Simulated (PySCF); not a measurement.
BH2(CN): computed shieldings and shifts

BH2(CN), CH2BN, point group C2v.

Bonds: B1-C4 1.530 Å, C4-N5 1.162 Å. B1 carries H2, H3.

GIAO calculations in PySCF on the PBE0-D3(BJ)/def2-SVP structure: isolated species, non-relativistic, equivalent atoms averaged; basis pcSseg-1.

(1) Give the isotropic shieldings (ppm) with PBE0, wB97X-D.

(2) And the chemical shifts, against references computed in the same way?

(3) Which part of the shielding of N5 depends on the functional?

(4) What couplings does B3LYP/pcJ-1 give?

## Answers

(1) 
| atoms | environment | PBE0 | wB97X-D |
| --- | --- | --- | --- |
| N5 | nitrogen bonded to C | -162.6 | -155.1 |
| C4 | carbon bonded to B, N | 51.9 | 53.8 |
| B1 | boron bonded to C, 2 H | 30.2 | 35.2 |
| H2/H3 | hydrogen on a boron bonded to C | 24.54 | 24.85 |
| HOMO–LUMO gap (eV) | – | 6.37 | 10.20 |

(2) 
| atoms | nucleus, reference | PBE0 | wB97X-D |
| --- | --- | --- | --- |
| N5 | ¹⁵N, NH3 | 428.3 | 419.1 |
| C4 | ¹³C, TMS | 132.5 | 130.7 |
| B1 | ¹¹B, BF3·OEt2 | 70.6 | 66.4 |
| H2/H3 | ¹H, TMS | 6.73 | 6.53 |

(3) Diamagnetic: PBE0 336, wB97X-D 337 ppm; paramagnetic: PBE0 -499, wB97X-D -492 ppm. The diamagnetic part, set mainly by inner electrons, hardly moves; the paramagnetic part goes with low-lying magnetically allowed excitations and carries the spread.

(4) ¹J(B1,H2) = 157.8, ¹J(B1,C4) = 86.2, ¹J(C4,N5) = -17.2, ²J(H2,C4) = 4.0 Hz (averaged over equivalent pairs; isotopes ¹¹B, ¹H, ¹³C, ¹⁵N).

Experimental scales use liquid or dissolved standards, which lie at an offset from isolated NH3 (liquid NH3: subtract about 20 ppm). Unscaled 15N shifts of sp2 nitrogen come out 20 to 40 ppm too high even then.
